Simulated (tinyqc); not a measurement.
Worked calculation: geometry optimisation on the RHF/sto-3g surface (energies and gradients from PySCF), for OH-, spin multiplicity 1. The basis has no diffuse functions, so it cannot describe the extra electron: this is an exercise in the method, not the real anion. Computed by tinyqc, a small Python program that keeps every step (integrals from PySCF). Settings: charge = -1, multiplicity = 1, basis = sto-3g, optimiser = sd, first Hessian = 0.3, largest step = 0.5, iteration cap = 30. Command: `OMP_NUM_THREADS=1 python tinyqc.py 29580 29581 out.jsonl` (the two numbers bound the seeds that draw the settings). One thread of a shared host (Intel(R) Xeon(R) Processor @ 2.60GHz), about 2 s of CPU time with the checks.

## Step 1: energy and gradient

positions at the start (bohr):
```
           x         y         z
1O  0.000000  0.000000  0.000000
2H  0.000000  0.000000  1.600598
```

Self-consistent energy and analytic gradient at these positions.

energy = -74.01414348 hartree

gradient (hartree/bohr):
```
             x           y            z
1O  0.00000000  0.00000000   0.30669293
2H  0.00000000  0.00000000  -0.30669293
```

## Step 1: move

Steepest descent, p = -g / 0.3; steps longer than 0.5 bohr are cut back (factor 0.346 here).

positions after step 1 (bohr):
```
           x         y          z
1O  0.000000  0.000000  -0.353553
2H  0.000000  0.000000   1.954151
```

## Step 2: energy and gradient

As before.

energy = -74.05351696 hartree

gradient (hartree/bohr):
```
             x           y            z
1O  0.00000000  0.00000000  -0.06867485
2H  0.00000000  0.00000000   0.06867485
```

## Step 2: move

Steepest descent, p = -g / 0.3; steps longer than 0.5 bohr are cut back.

positions after step 2 (bohr):
```
           x         y          z
1O  0.000000  0.000000  -0.124637
2H  0.000000  0.000000   1.725235
```

## Convergence

Stop when the largest gradient component is below 3e-5 hartree/bohr.

Course of the optimisation:

| step | E (hartree) | largest gradient (hartree/bohr) |
|---|---|---|
| 1 | -74.01414348 | 3.07e-01 |
| 2 | -74.05351696 | 6.87e-02 |
| 3 | -74.05883869 | 8.03e-02 |
| 4 | -74.04782099 | 7.82e-02 |
| 5 | -74.05990702 | 7.19e-02 |
| 6 | -74.05098908 | 7.34e-02 |
| 7 | -74.05917801 | 7.77e-02 |
| 8 | -74.04883041 | 7.67e-02 |
| 9 | -74.05964808 | 7.40e-02 |
| 10 | -74.05022409 | 7.46e-02 |
| 11 | -74.05932925 | 7.65e-02 |
| 12 | -74.04927945 | 7.61e-02 |
| 13 | -74.05953993 | 7.48e-02 |
| 14 | -74.04990396 | 7.51e-02 |
| 15 | -74.05939789 | 7.60e-02 |
| 16 | -74.04948306 | 7.58e-02 |
| 17 | -74.05949250 | 7.52e-02 |
| 18 | -74.04976347 | 7.53e-02 |
| 19 | -74.05942894 | 7.57e-02 |
| 20 | -74.04957510 | 7.56e-02 |
| 21 | -74.05947140 | 7.54e-02 |
| 22 | -74.04970097 | 7.54e-02 |
| 23 | -74.05944292 | 7.56e-02 |
| 24 | -74.04961656 | 7.56e-02 |
| 25 | -74.05946198 | 7.55e-02 |
| 26 | -74.04967303 | 7.55e-02 |
| 27 | -74.05944921 | 7.56e-02 |
| 28 | -74.04963519 | 7.55e-02 |
| 29 | -74.05945776 | 7.55e-02 |
| 30 | -74.04966052 | 7.55e-02 |

Distances after the last move, whose energy is not in the table (angstrom):

| pair | distance |
|---|---|
| 2H-1O | 0.983077 |

Not converged within 30 steps: the energy rises at some steps, so steps overshoot. Reruns: method bfgs, first Hessian 0.6, largest step 0.3: converged in 4 (E = -74.06502).
